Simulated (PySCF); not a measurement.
This PySCF input asks for the NMR shieldings of Sodium Amide (SMILES [NH2][Na]); the geometry comes from GFN2-xTB.

```python
import basis_set_exchange as bse
import numpy as np
from pyscf import gto, dft
from pyscf.prop import nmr

atoms = """
N    -0.238552    0.009417    0.228983
Na    1.815138   -0.044937   -0.050072
H    -0.760975    0.813479   -0.111796
H    -0.805377   -0.773185   -0.089968
"""
names = dict.fromkeys(["N", "Na", "H"], "pcSseg-1")
basis = {el: gto.basis.parse(bse.get_basis(n, elements=[el], fmt="nwchem")) for el, n in names.items()}
mol = gto.M(atom=atoms, basis=basis, charge=0, verbose=0)
mf = dft.RKS(mol, xc="PBE0")
mf.grids.level = 2
mf.grids.alignment = dft.numint.BLKSIZE   # the property module wants whole blocks of grid points
mf.conv_tol = 1e-9
mf.kernel()

calc = nmr.RKS(mf)   # GIAO
C = mf.mo_coeff
Co = C[:, mf.mo_occ > 0]
resp = mf.gen_response(singlet=True, hermi=2)
def vind(x):   # induced exchange potential for any number of trial vectors
    d = np.einsum("pi,xij,qj->xpq", C, 2 * x.reshape(-1, C.shape[1], Co.shape[1]), Co, optimize=True)
    return np.einsum("xpq,pi,qj->xij", resp(d - d.transpose(0, 2, 1)), C, Co, optimize=True).ravel()
mo1, _ = nmr.rhf.solve_mo1(calc, with_cphf=vind)
sigma = calc.kernel(mo1)
for i, s in enumerate(sigma):   # ppm
    w = np.linalg.eigvalsh((s + s.T) / 2)
    print("%2d %-2s iso %8.1f  s11 %8.1f  s22 %8.1f  s33 %8.1f" % (i, mol.atom_pure_symbol(i), w.mean(), *w))
```

Problem. What are the results?

Solution. 
```
 0 N  iso    319.1  s11    272.4  s22    305.0  s33    380.1
 1 Na iso    548.6  s11    501.4  s22    528.9  s33    615.5
 2 H  iso     34.5  s11     27.2  s22     29.2  s33     47.2
 3 H  iso     34.5  s11     27.2  s22     29.2  s33     47.2
```

These numbers come from an equivalent density-fitted implementation of the same equations, which agrees with the script to about 0.01 ppm for H and up to a few tenths of a ppm for heavy atoms, so last digits may differ.

Size and cost of the density-fitted run: 43 basis functions, 1.6 s wall time on 1 thread of an Arm Neoverse V2, shared host.
